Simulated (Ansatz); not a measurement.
# Scan of OH, doublet

Starting geometry (PBE0/def2-TZVP stationary point for this spin):

```xyz
2

O     0.0000    0.0000    0.0000
H     0.0000    0.0000    0.9731
```

From there H2 moves along the line of the two atoms named below, all else staying in place; atoms are numbered as listed. Energies are in eV, counted from the starting geometry at the same level.

Basis cc-pVDZ; Ansatz 0.2.0. Correlated methods freeze the noble-gas cores. Prefix R: restricted or restricted open-shell reference; prefix U: unrestricted. Active spaces: valence = (7e, 5o) chosen from the atoms' valence shells.

Unrestricted rows (U) aren't spin-pure: their determinants' ⟨S²⟩ exceeds S(S+1) by up to 1.00, so they mix in states of higher spin. Coupled cluster chose its determinant by a search with trial CCSD, here up to 3.50 eV above the lowest Hartree–Fock solution of its kind. Runs in a small pair space aren't shown, since their orbitals change along the scan.

Full CI is exact within this basis and frozen core; it isn't the basis-set limit. The frozen core follows each run's orbitals, which can shift R against U totals by a few meV.

```tsv
distance O1-H2 (Å)	full CI	unpaired electrons (full CI)	error UMP2	error UCCSDT	error RCCSDTQ	error CASSCF (valence space)	error NEVPT4(SD) (valence space)	error MRCISD (valence space)
0.761	2.002	1.01	-0.039	-0.002	0.000	-0.015	0.000	-0.010
0.884	0.276	1.01	-0.019	-0.001	0.000	0.002	0.000	-0.004
0.973	0.000	1.01	0.000	0.000	0.000	0.000	0.000	0.000
1.048	0.093	1.02	0.021	0.001	0.000	-0.011	0.000	0.003
1.165	0.540	1.03	0.071	0.003	0.000	-0.045	0.002	0.006
1.371	1.605	1.08	0.543	0.006	0.000	-0.146	0.006	0.006
1.559	2.489	1.22	0.770	0.008	0.000	-0.265	0.008	0.001
1.817	3.327	1.65	0.480	0.007	0.001*	-0.419	0.004	-0.016
2.108	3.798	2.30	0.186	0.003	0.001*	-0.529	-0.005	-0.034
2.689	4.048	2.90	0.004	0.000	0.001*	-0.596	-0.013	-0.048
3.235	4.083	2.99	-0.021	-0.003	0.001*	-0.605	-0.015	-0.050
```

An asterisk marks runs whose energy the program itself flagged as in doubt.

Unpaired electrons are Σ n²(2−n)² over natural occupations. Errors are those of relative energies. In total energy the starting point itself misses full CI by: UMP2 0.460, UCCSDT 0.006, RCCSDTQ 0.000, CASSCF (valence space) 3.943, NEVPT4(SD) (valence space) 0.044, MRCISD (valence space) 0.130 eV.

Spread of the error over the points with a reference, to 3.235 Å (largest less smallest): RCCSDTQ 0.001, UCCSDT 0.012, NEVPT4(SD) (valence space) 0.023, MRCISD (valence space) 0.057, CASSCF (valence space) 0.608, UMP2 0.809 eV.

Going outwards, the relative energy of MRCISD (valence space) first misses by more than 0.043 eV (1 kcal/mol) at 2.689 Å.

UMP2 is close again at 3.235 Å (-0.021 eV) but misses by 0.770 eV at 1.559 Å, where its determinant is a mixture of spins (⟨S²⟩ 1.38). At 3.235 Å it is as mixed or more (⟨S²⟩ 1.75), which costs little once the spin states have come together. CASSCF lacks dynamic correlation, of which the bound molecule has more, so its curve rises 0.605 eV too little out to 3.235 Å.
